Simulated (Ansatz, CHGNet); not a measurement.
For 1T (CdI2-type) TiTe₂, the machine-learned potential CHGNet 0.3.0 (trained on PBE and PBE+U data) gives:

```
Property                       Result
---------------------  --------------
lattice constant a            3.713 Å
lattice parameter c           7.503 Å
enthalpy of formation  -0.974 eV/atom
```

Task: What does r²SCAN+rVV10 (plane waves, PAW; Ansatz, a quantum-chemistry and plane-wave program) give for the same quantities?

Result: 
- lattice constant a: 3.785 Å (grows by 1.9 %)
- lattice parameter c: 6.591 Å (shrinks by 12 %)
- formation enthalpy: -0.837 eV/atom (moves by +0.137 eV/atom)

Changes are worked out from the printed values.

Unless a cell is named, each level is at its own relaxed cell (CHGNet 0.3.0 29.86, r²SCAN+rVV10 27.26 Å³/atom).

Levels without +SOC leave out spin–orbit coupling, which shifts energies and cells of such heavy elements.

Caveats: the energies of CHGNet 0.3.0 can hold anion corrections fitted to measured formation enthalpies (CHGNet 0.3.0). Ansatz's density-functional and Hartree–Fock values are scalar-relativistic unless marked +SOC, with PAW data made under PBE.
